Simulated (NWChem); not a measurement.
**Atomisation of hydrazine (H4N2)**

SMILES: NN
```xyz
6

N      0.1793    -0.6865     0.0757
N     -0.1793     0.6865     0.0757
H     -0.6482    -1.2350     0.3070
H      0.5101    -1.0127    -0.8368
H      0.6482     1.2350     0.3070
H     -0.5101     1.0127    -0.8368
```
Charge 0, spin multiplicity 1.

Everything below was run with NWChem. Structure: optimised with B3LYP/def2-SVP, a minimum by its harmonic frequencies. It is one conformer; others weren't searched.

Basis set: def2-TZVP. The atomisation energy is electronic alone: no zero-point, thermal, spin-orbit or counterpoise terms. No value is extrapolated to the basis-set limit. Free atoms are single determinants with multiplicities N 4, H 2.

B3LYP has NWChem's definition, with VWN1-RPA local correlation. The stability of the SCF solutions was not checked. Open-shell Hartree-Fock references start from PBE0 orbitals.

One of these methods gave an atomisation energy of 263.8 kcal/mol. Which?
A. LDA (SVWN5)
B. PBE0
C. B3LYP
D. HF

D, HF. The others give 434.7 (PBE0), 512.2 (LDA (SVWN5)), 440.3 (B3LYP).
